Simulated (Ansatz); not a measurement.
Predict the output of the script below (Ansatz's Python interface).

`c3h3_composite.py`
```python
'''Relax C3H3(+) cheaply, then refine its energy.'''

import itertools

import ansatz as az
from ase.data import atomic_numbers, covalent_radii
import numpy as np

geometry_ang = [
    ('C', (-0.5673, -0.5199, -0.3079)),
    ('C', (-0.1727, 0.7471, -0.3146)),
    ('C', (0.8093, -0.2547, -0.5046)),
    ('H', (-1.1896, -0.9579, 0.4483)),
    ('H', (-0.434, 1.4682, 0.4355)),
    ('H', (1.5543, -0.4828, 0.2433)),
]
system = az.Crystal.molecule()
for symbol, xyz in geometry_ang:
    system = system.atom(symbol, xyz)

calculation = system.calculation().basis(gaussian='def2-SVP').functional('B3LYP').charge(1)
symbols = [site.symbol for site in system.cartesian_sites]
start = np.array([site.position_ang for site in system.cartesian_sites], dtype=float)
data = calculation.relax(force_tolerance=0.01, max_steps=100).run(threads=1).report
end = np.array(data['positions_ang'])
# pairs closer than 1.2 times the sum of covalent radii, before or after
radius = [covalent_radii[atomic_numbers[s]] for s in symbols]
span = lambda where, i, j: np.linalg.norm(where[i] - where[j])
bonded = [(i, j) for i, j in itertools.combinations(range(len(symbols)), 2) if min(span(start, i, j), span(end, i, j)) < 1.2 * (radius[i] + radius[j])]
print('pair        before    after (A)')
for i, j in bonded:
    print(f'{symbols[i]}{i}-{symbols[j]}{j}'.ljust(10), f'{span(start, i, j):8.4f} {span(end, i, j):8.4f}')

minimum = az.Crystal.molecule()
for symbol, place in zip(symbols, end):
    minimum = minimum.atom(symbol, place.tolist())
at_minimum = minimum.calculation().charge(1)
# MP2 extrapolated to the basis limit, plus the small-basis difference CCSD(T) - MP2
level = lambda method, basis: at_minimum.basis(gaussian=basis).correlation(method).run(threads=1).report
small, large, cluster = level('mp2', 'cc-pVDZ'), level('mp2', 'cc-pVTZ'), level('ccsd_t', 'cc-pVDZ')
corr = lambda each: (each['free_energy_ev'] - each['reference_energy_ev']) / 27.211386246
mp2_limit = (27 * corr(large) - 8 * corr(small)) / 19
pieces = {'HF / cc-pVTZ': large['reference_energy_ev'] / 27.211386246, 'MP2 correlation, DZ-TZ limit': mp2_limit, 'CCSD(T) - MP2 / cc-pVDZ': corr(cluster) - corr(small)}
for name, value in pieces.items():
    print(f'{name:32s} {value:14.6f} Ha')
print(f'{"sum":32s} {sum(pieces.values()):14.6f} Ha')
print('T1 diagnostic', round(cluster['correlation']['coupled_cluster']['t1_diagnostic'], 4))
```

Running `python c3h3_composite.py` prints:
```text
pair        before    after (A)
C0-C1        1.3270   1.3672
C0-C2        1.4156   1.3672
C0-H3        1.0728   1.0939
C1-C2        1.4156   1.3672
C1-H4        1.0728   1.0939
C2-H5        1.0800   1.0940
HF / cc-pVTZ                        -115.044753 Ha
MP2 correlation, DZ-TZ limit          -0.454220 Ha
CCSD(T) - MP2 / cc-pVDZ               -0.040924 Ha
sum                                 -115.539897 Ha
T1 diagnostic 0.0087
```

Notes:
- Total energies depend on the basis set; only differences at equal settings carry meaning.
- The sum leaves out core correlation, relativity, the Hartree-Fock basis error and zero-point energy; a DZ-TZ extrapolation is rough.
- b3lyp holds the VWN-RPA fit, as in Gaussian; the form of ORCA and Turbomole is b3lyp5.
- Inner cores stay frozen, so this is valence correlation.
- An extrapolation from small basis sets is rough.
- Finished in 8.6 s on 1 thread of Arm Neoverse V2 (shared host), peak memory 0.25 GiB.
